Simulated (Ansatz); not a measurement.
`[OH][AlH][OH]` + HCl → `[OH][AlH][Cl]` + H₂O at 700 K and 1 bar (ligand exchange at the Al–O bond).

Program: Ansatz. Geometries: PBE0-D4/def2-TZVP. ΔE: electronic, gas phase. CCSD(T)/CBS is extrapolated from def2-TZVPP and def2-QZVPP, frozen cores. Each species was taken in one conformer, which may not be the lowest.

| species | CCSD(T)/CBS energy (Eh) | H − E (kJ/mol) | S (J/(mol·K)) |
| --- | --- | --- | --- |
| `[OH][AlH][OH]` | -394.27670 | 141.9 | 356.8 |
| HCl | -460.38167 | 38.4 | 211.8 |
| `[OH][AlH][Cl]` | -778.29417 | 104.7 | 356.1 |
| H₂O | -76.37685 | 80.5 | 218.4 |

H − E and S are ideal-gas, rigid-rotor, harmonic terms from PBE0-D4/def2-TZVP, for one conformer and one mirror image of each species. 1 Eh = 2625.50 kJ/mol, R = 8.31446 J/(mol·K).

Task: By hand: ΔE, ΔH, ΔS and ΔG.

Result: ΔE = (-778.29417) + (-76.37685) − (-394.27670) − (-460.38167) = -0.01265 Eh = -33.2 kJ/mol. Δ(H − E) = 104.7 + 80.5 − 141.9 − 38.4 = 4.9, so ΔH = -28.3 kJ/mol. ΔS = 356.1 + 218.4 − 356.8 − 211.8 = 5.9 J/(mol·K). ΔG = -28.3 − 700 × (5.9)/1000 = -32.4 kJ/mol.

Task: By hand: the equilibrium constant, and the temperature at which ΔG would vanish if ΔH and ΔS stayed fixed.

Result: log₁₀ K = −ΔG/(RT ln 10) = 2.4. ΔH and −TΔS have one sign here, so there is no such temperature.

The number of gas molecules stays the same, so ΔS is small and ΔH decides. A doubt of 5 kJ/mol in ΔE shifts log₁₀ K by 0.4 here. Other conformers and mirror images would add mixing entropy, several J/(mol·K) or more a flexible species. These are equilibria of isolated gas molecules and say nothing of rates. Largest T1 diagnostic: 0.012 (customary marks: 0.02 for closed shells, 0.045 for open ones).

ΔS is within the doubt of such terms, so its sign, and with it that verdict, could turn.
